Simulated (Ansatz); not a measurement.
How far each method lies from UCCSDT(Q) for [AlH2···H···GeH3], doublet

Geometry: a point of a hydrogen-transfer path between rigid fragments, not a stationary point.

```tsv
atom	x (Å)	y (Å)	z (Å)
Al	-2.5747	0.0000	0.0000
H	-3.3676	1.3734	0.0000
H	-3.3676	-1.3734	0.0000
H	-0.9889	0.0000	0.0000
Ge	1.0023	0.0000	0.0000
H	1.4710	-1.4659	0.0000
H	1.4710	0.7330	-1.2695
H	1.4710	0.7330	1.2695
```

Basis cc-pVDZ; Ansatz 0.2.0. Correlated methods freeze the noble-gas cores and the filled d shells of p-block atoms, which leaves 13 electrons in 56 orbitals. Prefix R: restricted or restricted open-shell reference; prefix U: unrestricted. No spin–orbit coupling is included, and no scalar relativity.

Full CI isn't at hand for all of this; UCCSDT(Q) serves as the reference, and is uncertain by about the last step of the cluster series.

* UHF ⟨S²⟩: 0.762
* T1 diagnostic (RCCSD): 0.0160
* largest doubles amplitude (RCCSD): 0.038
* T1 diagnostic (UCCSD): 0.0120

Question: From what is known of these methods and the diagnostics, rank them by the size of their error in total energy against UCCSDT(Q) in cc-pVDZ, smallest first (an estimate: the text doesn't fix the numbers).
A. UCCSD(T)
B. UMP2
C. UCCSDT
D. UCCSD
E. UHF

Answer: C (0.3 kJ/mol), A (3.3 kJ/mol), D (14.3 kJ/mol), B (144.8 kJ/mol), E (611.0 kJ/mol).

All errors are against UCCSDT(Q) in cc-pVDZ. Within each family the higher level lies nearer, as is usual though not guaranteed.
